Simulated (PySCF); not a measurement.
System: zinc-blende CdS (metastable phase). Method: Hartree–Fock in PySCF (GTH pseudopotentials, Gaussian basis, DZ basis).

The same calculation (at the measured cell, 24.617 Å³/atom) with different numerical settings:

```json
[
 {"run": "1", "k mesh": "2×2×2", "gap on the mesh (eV)": "9.443", "total energy (eV/atom)": "-775.4037"},
 {"run": "2", "k mesh": "3×3×3", "gap on the mesh (eV)": "8.819", "total energy (eV/atom)": "-775.3784"},
 {"run": "3", "k mesh": "4×4×4", "gap on the mesh (eV)": "8.579", "total energy (eV/atom)": "-775.3255"}
]
```

In the column gap on the mesh (eV) the first row differs from the last by +0.864 and the next to last by +0.240.

The last row is no converged limit: other settings stay fixed.

Spin–orbit coupling is not included.
